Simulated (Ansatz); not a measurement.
# BH2S: the cost of one run

Program: Ansatz 0.2.0, Gaussian basis. Level of theory: def2-QZVPP, all electrons in the functionals, frozen cores in the correlation of double hybrids and RPA. These are calculated values, not measurements.

To be run: PBE, BLYP, r2SCAN, B97M-V, PBE0, B3LYP, wB97M-V, B2PLYP, at charge 0, doublet; charge 0, quartet; charge 1, singlet; charge 1, triplet.

2 further runs of the same task are left out: 2 set aside as unsound or not needed. Runs told in other sessions of the task aren't counted.

### 1 The system

The geometry is a PBE0/def2-TZVP stationary point (not a proven minimum).

4 atoms, charge 0, spin multiplicity 2.

Atoms are counted from 1 here; the program's logs count them from 0.

Bond lengths: B1–S2 1.742 Å, B1–H3 1.189 Å, S2–H4 1.348 Å. Angles: S2–B1–H3 125.0°, B1–S2–H4 99.6°.

No dispersion term is added; B97M-V, wB97M-V hold VV10 nonlocal correlation. B3LYP takes the VWN-RPA correlation.

The geometry shown and the zero of energy belong to the point charge 0, doublet. The yardstick, UCCSD(T), and other wave-function levels (R restricted, U unrestricted, valence and pair active spaces) come from earlier runs.

### 2 PBE, charge 0, doublet

Contents of in.yaml:

```yaml
crystal:
  periodic: [false, false, false]
  atoms:
    - {symbol: B, position_ang: [0.000000, -0.247959, 1.248665]}
    - {symbol: S, position_ang: [0.000000, 0.102017, -0.457708]}
    - {symbol: H, position_ang: [0.000000, 0.569475, 2.112516]}
    - {symbol: H, position_ang: [0.000000, -1.155317, -0.944703]}
basis:
  gaussian: {orbitals: "def2-QZVPP.json"}
magnetization: {spin_polarized: true, initial_magnetization: 1}
hamiltonian: {xc: {name: PBE}}
output: {orbitals: {seedname: orbitals}}
```

Command:

```console
ansatz run in.yaml --threads 1 --pin off --events-out ev --progress --plain --max-ram 2393MiB
```

**Question.** How long does this run take on 1 thread of Arm Neoverse V2, shared host?

About 3.5 s.
